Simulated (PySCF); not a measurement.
# AlH₂Cl: NMR shifts and electronic excitations in gas and solvents

Aim: compute the NMR shifts and electronic excitations of AlH₂Cl (`[AlH2][Cl]`), and see what a dielectric continuum does where one was used.

Programs: PySCF 2.14.0, with density-fitted response routines of our own. Each step states its level of theory. These are calculated values for one molecule, in the gas phase or a continuum, unless marked as measured. Atoms count from 0, in the outputs and in this text.

## Step 1: The molecule as given

4 atoms, charge 0, multiplicity 1; geometry from: GFN2-xTB.

Bonds of the start (Å): Al0–Cl1 2.01, Al0–H2 1.54, Al0–H3 1.54.

## Step 2: Optimising the geometry at PBE0-D3(BJ)/def2-SVP

Job settings and geometry (Å):

```
{"job": {"xc": "PBE0", "basis": "def2-SVP", "d3": "d3bj", "grid": 1, "kind": "geom"}, "charge": 0, "multiplicity": 1}
Al    -0.093818     0.007177    -0.005401
Cl     1.915997    -0.120115    -0.010075
H     -0.823382     1.360574     0.001702
H     -0.988563    -1.242864    -0.009080
```

The program printed:

```text
step   0  E = -703.38385060  max force = 0.035175
step   1  E = -703.38883318  max force = 0.003889
step   2  E = -703.38895166  max force = 0.000706
step   3  E = -703.38895740  max force = 0.000241
optimisation converged
```

Run time: 3.6 s. Hardware: 1 thread, shared host.

Relaxation path:

```tsv
step	energy from step 0 (eV)	largest force component (eV/Å)
0	0.0000	1.8088
1	-0.1356	0.2000
2	-0.1388	0.0363
3	-0.1390	0.0124
```

Distances of close pairs at the start and the end, largest changes first:

```tsv
bond	before (Å)	after (Å)	change (Å)
Al0–Cl1	2.014	2.106	+0.093
Al0–H3	1.537	1.579	+0.042
Al0–H2	1.538	1.579	+0.042
```

The final coordinates are the input of the step that follows.

```tsv
at the end point	value
point group (found at 0.08 Å tolerance)	C2v
rotational constants (GHz, main isotopes)	128.1, 6.758, 6.420
dipole moment (D)	1.23
```

## Step 3: NMR shieldings: PBE0/pcSseg-1 in benzene

Job settings and geometry (Å):

```
{"job": {"kind": "nmr", "xc": "PBE0", "basis": "pcSseg-1", "solvent": "benzene", "pop": true}, "charge": 0, "multiplicity": 1}
Al    -0.518712    -0.024011     0.034711
Cl     1.583259    -0.159953     0.029777
H     -1.158312     1.419743     0.043403
H     -1.340664    -1.372240     0.031223
```

Method: GIAO PBE0/pcSseg-1 NMR shielding, non-relativistic, IEF-PCM benzene.

The program printed:

```text
coarse grid: 4488 points
cycle   1  E = -703.5574538601  dE = -1.083e-01  |g| = 2.463e-01  |ddm| = 1.714e+00
cycle   2  E = -703.5601530338  dE = -2.699e-03  |g| = 2.554e-01  |ddm| = 5.936e-01
cycle   3  E = -703.5762628320  dE = -1.611e-02  |g| = 1.437e-02  |ddm| = 2.875e-01
cycle   4  E = -703.5762996118  dE = -3.678e-05  |g| = 3.223e-03  |ddm| = 1.907e-02
cycle   5  E = -703.5763009346  dE = -1.323e-06  |g| = 7.499e-04  |ddm| = 3.479e-03
final grid: 34384 points
cycle   6  E = -703.5859660943  dE = -6.667e-06  |g| = 2.870e-03  |ddm| = 5.115e-03
cycle   7  E = -703.5859662418  dE = -1.475e-07  |g| = 1.984e-03  |ddm| = 3.730e-03
cycle   8  E = -703.5859668850  dE = -6.432e-07  |g| = 2.864e-04  |ddm| = 2.133e-03
cycle   9  E = -703.5859669066  dE = -2.156e-08  |g| = 2.678e-05  |ddm| = 3.321e-04
cycle  10  E = -703.5859669067  dE = -1.228e-10  |g| = 3.990e-06  |ddm| = 2.660e-05
converged SCF energy = -703.5859669067

GIAO shielding tensors (ppm)
atom      isotropic    diamagn.    paramagn.     s11        s22        s33       span
  0 Al     341.434     792.785    -451.351    270.425    363.176    390.701    120.276
  1 Cl     885.158    1148.776    -263.618    670.007    960.055   1025.411    355.404
  2 H       26.382      27.691      -1.309     23.498     24.280     31.367      7.868
  3 H       26.382      27.654      -1.272     23.500     24.278     31.367      7.867
```

Wall time 3.6 s (1 thread, shared host).

Shifts follow as δ = σ(reference) − σ, with reference shieldings (ppm) from runs at the same level and on the same kind of geometry: 1H TMS 31.25, 27Al AlH4- 483.4. The references are single molecules in the same continuum. Shifts against hydride references such as AlH4− lie on their own scale. Atoms listed in one row are averaged.

```tsv
atoms	environment	σ (ppm)	δ (ppm)
H2, H3	hydrogen on an aluminium bonded to Cl	26.38	4.87
Al0	aluminium bonded to Cl, 2 H	341.4	142.0
Cl1	chlorine bonded to Al	885	–
```

Charges from the same density, by scheme (e):

```tsv
atoms	Mulliken	IAO	Hirshfeld	ESP fit
Al0	0.85	0.79	0.54	0.95
Cl1	-0.40	-0.38	-0.23	-0.38
```

Mayer bond orders: Al0–Cl1 0.95.

## Step 4: Shielding tensors: PBE0/pcSseg-1 in dichloromethane

Job settings and geometry (Å):

```
{"job": {"kind": "nmr", "xc": "PBE0", "basis": "pcSseg-1", "solvent": "dichloromethane", "pop": false}, "charge": 0, "multiplicity": 1}
Al    -0.518712    -0.024011     0.034711
Cl     1.583259    -0.159953     0.029777
H     -1.158312     1.419743     0.043403
H     -1.340664    -1.372240     0.031223
```

Level: GIAO PBE0/pcSseg-1 NMR shielding, non-relativistic, IEF-PCM dichloromethane.

The program printed:

```text
coarse grid: 4488 points
cycle   1  E = -703.5621222720  dE = -1.127e-01  |g| = 2.413e-01  |ddm| = 1.713e+00
cycle   2  E = -703.5662425082  dE = -4.120e-03  |g| = 2.386e-01  |ddm| = 5.702e-01
cycle   3  E = -703.5796889067  dE = -1.345e-02  |g| = 1.358e-02  |ddm| = 2.629e-01
cycle   4  E = -703.5797185563  dE = -2.965e-05  |g| = 3.047e-03  |ddm| = 1.764e-02
cycle   5  E = -703.5797197387  dE = -1.182e-06  |g| = 7.615e-04  |ddm| = 3.801e-03
final grid: 34384 points
cycle   6  E = -703.5893885832  dE = -6.717e-06  |g| = 2.871e-03  |ddm| = 5.176e-03
cycle   7  E = -703.5893887724  dE = -1.891e-07  |g| = 1.941e-03  |ddm| = 3.652e-03
cycle   8  E = -703.5893893659  dE = -5.935e-07  |g| = 2.594e-04  |ddm| = 2.030e-03
cycle   9  E = -703.5893893829  dE = -1.708e-08  |g| = 2.398e-05  |ddm| = 2.972e-04
cycle  10  E = -703.5893893830  dE = -8.663e-11  |g| = 3.440e-06  |ddm| = 2.212e-05
converged SCF energy = -703.5893893830

GIAO shielding tensors (ppm)
atom      isotropic    diamagn.    paramagn.     s11        s22        s33       span
  0 Al     349.985     792.401    -442.415    281.247    364.274    404.434    123.187
  1 Cl     903.602    1148.902    -245.301    705.823    981.077   1023.905    318.081
  2 H       26.522      27.774      -1.253     23.607     24.434     31.525      7.918
  3 H       26.522      27.739      -1.217     23.609     24.432     31.525      7.916
```

It took 1.7 s on 1 thread, shared host.

In short: σ Al0 350.0, Cl1 904, H2 26.52 ppm (means over like atoms).

## Step 5: Excited states and response: CAM-B3LYP/def2-SVPD

Job settings and geometry (Å):

```
{"job": {"kind": "uv", "xc": "CAM-B3LYP", "basis": "def2-SVPD", "dynamic": true, "nstates": 6, "ntriplets": 0}, "charge": 0, "multiplicity": 1}
Al    -0.518712    -0.024011     0.034711
Cl     1.583259    -0.159953     0.029777
H     -1.158312     1.419743     0.043403
H     -1.340664    -1.372240     0.031223
```

With the program's defaults for keys left out, this is: TDDFT CAM-B3LYP/def2-SVPD, vertical, gas phase, core orbitals frozen in the response.

The program printed:

```text
coarse grid: 4488 points
cycle   1  E = -703.5788251448  dE = -1.456e-01  |g| = 2.525e-01  |ddm| = 1.772e+00
cycle   2  E = -703.5902380525  dE = -1.141e-02  |g| = 2.030e-01  |ddm| = 6.313e-01
cycle   3  E = -703.6018763082  dE = -1.164e-02  |g| = 1.286e-02  |ddm| = 2.762e-01
cycle   4  E = -703.6019573234  dE = -8.102e-05  |g| = 3.038e-03  |ddm| = 3.863e-02
cycle   5  E = -703.6019616277  dE = -4.304e-06  |g| = 7.147e-04  |ddm| = 7.446e-03
final grid: 34384 points
cycle   6  E = -703.6820552787  dE = -1.835e-06  |g| = 9.424e-04  |ddm| = 7.988e-03
cycle   7  E = -703.6820553721  dE = -9.344e-08  |g| = 7.134e-04  |ddm| = 1.864e-03
cycle   8  E = -703.6820555015  dE = -1.294e-07  |g| = 3.475e-05  |ddm| = 8.796e-04
cycle   9  E = -703.6820555020  dE = -4.959e-10  |g| = 9.231e-06  |ddm| = 7.481e-05
converged SCF energy = -703.6820555020

Static polarisability (au): isotropic 42.031, principal 35.575 41.557 48.961

Singlet excitations
state   eV       nm        f      main configurations
  1   5.5176    224.7   0.00000   H->L 0.97
  2   6.9136    179.3   0.00000   H-2->L 0.96
  3   7.0824    175.1   0.04162   H-1->L 0.95
  4   7.1897    172.4   0.03113   H-3->L 0.98
  5   7.4005    167.5   0.03595   H->L+1 0.69, H->L+2 0.21
  6   8.2083    151.0   0.07900   H-1->L+1 0.81, H-1->L+2 0.14
```

It took 2.3 s on 1 thread, shared host.

The orbitals next to the gap, with their largest atomic shares:

```tsv
orbital	eV	atoms
HOMO−3	-11.50	Cl1 47 %, Al0 28 %, H3 13 %
HOMO−2	-11.28	Cl1 58 %, Al0 21 %, H2 10 %
HOMO−1	-10.94	Cl1 91 %, Al0 9 %
HOMO	-9.99	Cl1 37 %, Al0 26 %, H2 18 %
LUMO	-0.76	Al0 63 %, Cl1 16 %, H3 10 %
LUMO+1	0.67	Al0 67 %, Cl1 23 %, H3 5 %
LUMO+2	1.02	Al0 64 %, H3 13 %, H2 13 %
```

With each of the 6 states as a Gaussian band of 0.4 eV half-width at 1/e, the curve within the window shown has maxima at 172 nm (ε 3,900), 151 nm (ε 3,200) L/(mol cm). Beyond the last state computed it falls off for lack of states. The curve at chosen wavelengths:

(nm, ε (L/mol/cm)): (146, 1823), (150, 3107), (154, 2922), (159, 1875), (163, 2120), (167, 3152), (171, 3900), (176, 3498), (180, 2409), (184, 1315), (188, 581), (193, 161), (197, 48), (201, 12), (205, 3), (210, 0), (214, 0), (218, 0), (222, 0), (227, 0), (231, 0), (235, 0), (239, 0), (244, 0), (248, 0), (252, 0)

Further results of this job:

```tsv
property	computed
dipole moment (D)	1.42
polarisability (Å³)	6.23
HOMO–LUMO gap (eV)	9.23
−ε(HOMO) (eV)	9.99
C6 with itself (au)	585
```

## Step 6: Ultraviolet spectrum: CAM-B3LYP/def2-SVPD in benzene

Job settings and geometry (Å):

```
{"job": {"kind": "uv", "xc": "CAM-B3LYP", "basis": "def2-SVPD", "solvent": "benzene", "nstates": 6, "ntriplets": 0}, "charge": 0, "multiplicity": 1}
Al    -0.518712    -0.024011     0.034711
Cl     1.583259    -0.159953     0.029777
H     -1.158312     1.419743     0.043403
H     -1.340664    -1.372240     0.031223
```

With the program's defaults for keys left out, this is: TDDFT CAM-B3LYP/def2-SVPD, vertical, IEF-PCM benzene (non-equilibrium linear response), core orbitals frozen in the response.

The program printed:

```text
coarse grid: 4488 points
cycle   1  E = -703.5845413669  dE = -1.509e-01  |g| = 2.434e-01  |ddm| = 1.770e+00
cycle   2  E = -703.5966557326  dE = -1.211e-02  |g| = 1.813e-01  |ddm| = 6.186e-01
cycle   3  E = -703.6055537489  dE = -8.898e-03  |g| = 1.242e-02  |ddm| = 2.531e-01
cycle   4  E = -703.6056314056  dE = -7.766e-05  |g| = 3.212e-03  |ddm| = 3.877e-02
cycle   5  E = -703.6056359298  dE = -4.524e-06  |g| = 7.735e-04  |ddm| = 7.869e-03
final grid: 34384 points
cycle   6  E = -703.6857293507  dE = -1.895e-06  |g| = 9.690e-04  |ddm| = 8.097e-03
cycle   7  E = -703.6857294625  dE = -1.118e-07  |g| = 7.028e-04  |ddm| = 1.899e-03
cycle   8  E = -703.6857295849  dE = -1.224e-07  |g| = 3.105e-05  |ddm| = 8.774e-04
cycle   9  E = -703.6857295853  dE = -4.226e-10  |g| = 6.860e-06  |ddm| = 7.158e-05
converged SCF energy = -703.6857295853

Static polarisability (au): isotropic 47.564, principal 40.138 47.640 54.912

Singlet excitations
state   eV       nm        f      main configurations
  1   5.6490    219.5   0.00000   H->L 0.97
  2   7.1462    173.5   0.00000   H-2->L 0.96
  3   7.2937    170.0   0.05787   H-1->L 0.95
  4   7.3217    169.3   0.05205   H-3->L 0.98
  5   7.4125    167.3   0.05718   H->L+1 0.64, H->L+2 0.28
  6   8.1150    152.8   0.20686   H->L+2 0.57, H->L+3 0.23, H->L+1 0.14
```

Run time: 2.1 s. Hardware: 1 thread, shared host.

In short: HOMO -9.87 eV, LUMO -0.43 eV; lowest singlet 5.65 eV.

## Step 7: TDDFT and polarisability: CAM-B3LYP/def2-SVPD in dichloromethane

Job settings and geometry (Å):

```
{"job": {"kind": "uv", "xc": "CAM-B3LYP", "basis": "def2-SVPD", "solvent": "dichloromethane", "nstates": 6, "ntriplets": 0}, "charge": 0, "multiplicity": 1}
Al    -0.518712    -0.024011     0.034711
Cl     1.583259    -0.159953     0.029777
H     -1.158312     1.419743     0.043403
H     -1.340664    -1.372240     0.031223
```

Method: TDDFT CAM-B3LYP/def2-SVPD, vertical, IEF-PCM dichloromethane (non-equilibrium linear response), core orbitals frozen in the response.

The program printed:

```text
coarse grid: 4488 points
cycle   1  E = -703.5892913617  dE = -1.554e-01  |g| = 2.371e-01  |ddm| = 1.769e+00
cycle   2  E = -703.6014676845  dE = -1.218e-02  |g| = 1.682e-01  |ddm| = 6.167e-01
cycle   3  E = -703.6088980808  dE = -7.430e-03  |g| = 1.256e-02  |ddm| = 2.373e-01
cycle   4  E = -703.6089789423  dE = -8.086e-05  |g| = 3.355e-03  |ddm| = 3.943e-02
cycle   5  E = -703.6089839200  dE = -4.978e-06  |g| = 7.508e-04  |ddm| = 8.698e-03
final grid: 34384 points
cycle   6  E = -703.6890771223  dE = -1.969e-06  |g| = 9.930e-04  |ddm| = 8.209e-03
cycle   7  E = -703.6890772492  dE = -1.269e-07  |g| = 7.006e-04  |ddm| = 1.942e-03
cycle   8  E = -703.6890773680  dE = -1.188e-07  |g| = 3.190e-05  |ddm| = 8.817e-04
cycle   9  E = -703.6890773685  dE = -5.282e-10  |g| = 7.745e-06  |ddm| = 7.843e-05
converged SCF energy = -703.6890773685

Static polarisability (au): isotropic 53.449, principal 45.539 54.332 60.475

Singlet excitations
state   eV       nm        f      main configurations
  1   5.8236    212.9   0.00000   H->L 0.97
  2   7.3850    167.9   0.00000   H-2->L 0.96
  3   7.4740    165.9   0.05180   H->L+1 0.61, H->L+2 0.29
  4   7.5133    165.0   0.05336   H-3->L 0.98
  5   7.5248    164.8   0.05256   H-1->L 0.95
  6   8.1105    152.9   0.21391   H->L+2 0.60, H->L+1 0.17, H->L+3 0.17
```

Wall time 2 s (1 thread, shared host).

Key values: HOMO -9.80 eV, LUMO -0.18 eV; lowest singlet 5.82 eV.

## Step 8: Side by side: NMR shifts

Isotropic shieldings (ppm), means over like atoms, with basis size and wall time:

```tsv
run	H2	Al0	Cl1	functions	time
PBE0/pcSseg-1 in benzene	26.38	341.4	885	58	3.6 s
PBE0/pcSseg-1 in dichloromethane	26.52	350.0	904	58	1.7 s
```

The continuum's effect on the ground state:

```tsv
solvent	ε	polarisation energy (Eh)	μ (D)
benzene	2.27	-0.0040	1.80
dichloromethane	8.93	-0.0080	1.97
```

## Step 9: Comparing the runs: electronic excitations

Excitations and ground-state properties, with basis size and wall time:

```tsv
run	lowest singlet (eV)	brightest (eV)	f	gap (eV)	α (Å³)	μ (D)	functions	time
CAM-B3LYP/def2-SVPD	5.52	8.21	0.079	9.23	6.23	1.42	67	2.3 s
CAM-B3LYP/def2-SVPD in benzene	5.65	8.12	0.207	9.44	7.05	1.64	67	2.1 s
CAM-B3LYP/def2-SVPD in dichloromethane	5.82	8.11	0.214	9.62	7.92	1.83	67	2 s
```

The continuum's effect on the ground state:

```tsv
solvent	ε	polarisation energy (Eh)	μ (D)
benzene	2.27	-0.0039	1.64
dichloromethane	8.93	-0.0079	1.83
```

## Step 10: What came out

```
                                                                       quantity                        value
                                                                    point group                          C2v
                                           rotational constants (main isotopes)       128.11, 6.76, 6.42 GHz
1H shifts against TMS (PBE0/pcSseg-1, benzene, means over atoms taken as alike)                     4.87 ppm
                             27Al shifts against AlH4- (PBE0/pcSseg-1, benzene)                    142.0 ppm
                                      shieldings of Cl (PBE0/pcSseg-1, benzene)                Cl1 885.2 ppm
                                           lowest singlet (CAM-B3LYP/def2-SVPD)  5.52 eV (225 nm), f = 0.000
                                       brightest single state of those computed  state 6, 8.21 eV, f = 0.079
                                                  range of the shielding of Cl1               885 to 904 ppm
                                                    range of the lowest singlet              5.52 to 5.82 eV
```

What this shows: Over 3 steps the energy fell by 0.139 eV; of the close pairs, Al0–Cl1 changed most, 2.014 to 2.106 Å. At PBE0/pcSseg-1: Shielding is most anisotropic at Cl1 (span 355 ppm, paramagnetic term -264 ppm). The lowest singlet, at 5.52 eV, is HOMO→LUMO 0.97 and is dark; of the 6 states computed, the strongest absorption comes from state 6 at 8.21 eV (the last computed, so partners may be missing). In ppm, Cl1 moves most: its shielding spreads over 18 ppm, from 885 (PBE0/pcSseg-1 in benzene) to 904 (PBE0/pcSseg-1 in dichloromethane). The continuum holds electrostatics alone: no hydrogen bonds to the solvent, and the gas-phase geometry is kept. The lowest singlet runs from 5.52 eV (CAM-B3LYP/def2-SVPD) to 5.82 eV (CAM-B3LYP/def2-SVPD in dichloromethane), while the orbital gap spans 9.23 to 9.62 eV. The lowest state need not be the same one in every run.
